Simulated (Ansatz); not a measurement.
System: chalcopyrite ZnGeP2. Method: LDA (Ansatz, a first-principles code, PAW).

Numerical settings: plane-wave cutoff 520 eV, 10×10×10 k mesh, scalar-relativistic PAW data made under PBE.

Computed at the level's own relaxed cell.

Elastic tensor (GPa, Voigt notation, ions relaxed):

```
  139.0    63.4    64.1     0.0     0.0     0.0
   63.4   139.0    64.1     0.0     0.0     0.0
   64.1    64.1   138.6     0.0     0.0     0.0
    0.0     0.0     0.0    70.0     0.0     0.0
    0.0     0.0     0.0     0.0    70.0     0.0
    0.0     0.0     0.0     0.0     0.0    69.7
```

Task: Work out the Voigt, Reuss and Hill averages of the bulk and shear moduli, Young's modulus and Poisson's ratio from the printed constants.

Result: K_V = [C11 + C22 + C33 + 2(C12 + C13 + C23)]/9 = [416.6 + 2 × 191.6]/9 = 88.9 GPa. G_V = [416.6 − 191.6 + 3 × 209.7]/15 = 56.9 GPa. From the compliances S = C⁻¹, K_R = 88.9 and G_R = 51.9 GPa. Hill means: K = 88.9, G = 54.4 GPa. E = 9KG/(3K + G) = 136 GPa, ν = (3K − 2G)/(6K + 2G) = 0.25, K/G = 1.63.

Computed values are for the static lattice.
